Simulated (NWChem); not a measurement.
System: propane (C3H8); SMILES CCC

Input file for NWChem:

```
start job
memory heap 200 mb stack 900 mb global 1100 mb
geometry units angstroms noautosym nocenter noautoz
  C     -1.277420     0.000000     0.259762
  C      0.000000     0.000000    -0.586409
  C      1.277420     0.000000     0.259762
  H     -2.176115     0.000000    -0.367989
  H     -1.322927    -0.884620     0.907322
  H     -1.322927     0.884620     0.907322
  H      0.000000     0.877809    -1.246861
  H      0.000000    -0.877809    -1.246861
  H      2.176115     0.000000    -0.367989
  H      1.322927     0.884620     0.907322
  H      1.322927    -0.884620     0.907322
end
basis spherical
  * library def2-svpd
end
dft
  xc pbe0
  iterations 150
end
cosmo
  do_cosmo_smd true
  solvent water
end
task dft energy
```

Geometry: optimised at B3LYP/6-31G* (spherical d). Solvent: water.

Solvent water, SMD (1 M gas to 1 M solution), gas-phase geometry.

Problem. What results follow from this input? (PBE0/def2-SVPD, SMD on the gas-phase geometry.) Quantities: basis functions; solvation free energy (kcal/mol); cavity-dispersion-structure term (kcal/mol); dipole in solution (D).

Solution. The number of basis functions is 124, the solvation free energy (kcal/mol) comes out as 1.9 and the cavity-dispersion-structure term (kcal/mol) comes out as 2.5. The dipole in solution (D) is 0.11.
